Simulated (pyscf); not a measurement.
## Routes from H₃C–SiH(Cl)–Cl + hydrogen chloride (HCl)

Candidate steps break at most two bonds and form at most two. Each was searched with GFN2-xTB (tblite) first. Structures and frequencies: ωB97X-D3(BJ)/def2-SVP in PySCF. Energies: ωB97M-D3(BJ)/def2-TZVP, kcal/mol, from the separated reactants, singlet surface; ΔG‡ with ideal gas, 1 atm, RRHO with modes under 100 cm⁻¹ raised to 100, one conformer, R ln 2 for chiral ones without a mode under 150 cm⁻¹.

```csv
products,type,ΔE‡,ΔE,ΔG‡ 298 K,ΔG‡ 900 K,ν‡ (cm⁻¹)
H₃C–SiH(Cl)–Cl + HCl,"four-centre exchange (Cl–Si, Cl–H broken, Cl–Si, Cl–H formed)",35.4,0.0,44.8,65.4,414i
CH₄ + Cl–SiH(Cl)–Cl,four-centre exchange,44.1,-21.3,54.3,76.2,694i
H₃C–SiH(Cl)–Cl + HCl,"four-centre exchange (H–Si, Cl–H broken, H–Si, Cl–H formed)",63.7,0.0,72.4,90.7,2072i
```

Plain bond fissions and candidates not yet searched are not listed, and one of them may be faster. Each barrier is that of the saddle found; lower ones may exist.
